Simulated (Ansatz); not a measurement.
A run for Ansatz (a program for electronic structure): U-CCSDT(Q)/cc-pVDZ on O (SMILES [O]), 2S+1 = 3.

Ansatz 0.2 input:
```yaml
crystal:
  periodic: [false, false, false]
  atoms:
    - {symbol: O, position_ang: [0.00000000, 0.00000000, 0.00000000]}
basis:
  gaussian:
    orbitals: cc-pVDZ
magnetization: {spin_polarized: true, initial_magnetization: 2}
correlation: {method: ccsdt_q, electrons: outside_noble_gas}
scf: {omitted_lower_state_checks: [cluster_reference]}
```

Problem. Give the final energy of this run.

Solution. -74.9101 hartree (reference determinant -74.7922, T1 diagnostic 0.003).
